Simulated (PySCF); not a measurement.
## How the functional moves excitation energies

Species: nitrosyl chloride, ClNO.
SMILES: `O=NCl`

Linear-response calculations in the def2-SVPD basis (PySCF; singlets by full response, triplets Tamm–Dancoff, core orbitals frozen in the response; HF means time-dependent Hartree–Fock). 'Strongest' is the level of largest summed f among the singlets computed (10 roots, of which the last may lack a degenerate partner); it can jump between rows when another state enters that window. S1 is the lowest singlet of each run and needn't be the same state throughout; f(S1) is that of one state. Geometry: PBE0-D3(BJ)/def2-SVP; no solvent, vibrations or thermal averaging.

| functional | kind | S1 (eV) | f(S1) | strongest (eV) | T1 (eV) | HOMO (eV) | gap (eV) | ionisation energy, ΔSCF (eV) |
| --- | --- | --- | --- | --- | --- | --- | --- | --- |
| LDA | LDA | 2.63 | 0.000 | 6.62 | 2.06 | -7.60 | 2.35 | 11.60 |
| PBE | GGA | 2.69 | 0.000 | 6.65 | 2.03 | -7.46 | 2.45 | 11.36 |
| B3LYP | global hybrid, 20% exact exchange | 2.72 | 0.000 | 6.65 | 1.94 | -8.55 | 4.37 | 11.50 |
| PBE0 | global hybrid, 25% exact exchange | 2.75 | 0.000 | 6.75 | 1.92 | -8.79 | 4.89 | 11.47 |
| BHandHLYP | global hybrid, 50% exact exchange | 2.69 | 0.000 | 6.82 | 1.87 | -9.99 | 7.44 | 11.39 |
| CAM-B3LYP | range-separated hybrid | 2.66 | 0.000 | 6.63 | 1.87 | -10.08 | 7.44 | 11.49 |
| wB97X-D | range-separated hybrid | 2.71 | 0.000 | 6.73 | 1.96 | -10.60 | 8.60 | 11.50 |
| HF | Hartree–Fock | 2.75 | 0.000 | 7.78 | 1.87 | -11.83 | 12.75 | not settled |

**Question.** What does LC-wPBE (range-separated hybrid) give?

**Answer.** S1 (eV) 2.65, f(S1) 0.000, strongest (eV) 6.70, T1 (eV) 1.82, HOMO (eV) -11.32, gap (eV) 9.97, ionisation energy, ΔSCF (eV) 11.46. S1 runs from 2.63 eV (LDA) to 2.75 eV (HF), a spread of 0.12 eV, while the orbital gap spreads over 10.4 eV. −ε(HOMO) comes closest to its own ΔSCF ionisation energy with LC-wPBE (-0.14 eV) and misses most with LDA (-4.00 eV). 'Not settled' means that the ion's SCF failed to converge or may have ended in another state than the lowest.
